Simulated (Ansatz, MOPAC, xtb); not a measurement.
**A ladder of methods for SiH4 (silane)**

SiH4, singlet, SMILES `[SiH4]`. Each level relaxes the structure for itself.

Quantity: the highest harmonic wavenumber at each level's own minimum, in cm⁻¹. The values are calculated.

```
                          level            kind  program  value (cm⁻¹)
                            AM1  semi-empirical    MOPAC          2257
                            PM6  semi-empirical    MOPAC          2113
                       GFN2-xTB  semi-empirical      xtb          2292
                       GFN1-xTB  semi-empirical      xtb          2232
                      HF/STO-3G    Hartree–Fock   Ansatz          2928
                       HF/3-21G    Hartree–Fock   Ansatz          2295
HF/6-31G* (Cartesian functions)    Hartree–Fock   Ansatz          2393
                   PBE/def2-SVP             GGA   Ansatz          2188
                   BLYP/cc-pVTZ             GGA   Ansatz          2188
              PBE0-D4/def2-TZVP   global hybrid   Ansatz          2246
```

Harmonic and unscaled. The values span 2113 to 2928 cm⁻¹. Without the sets that lack polarisation functions the rows with a basis span only 2188 to 2393 cm⁻¹.
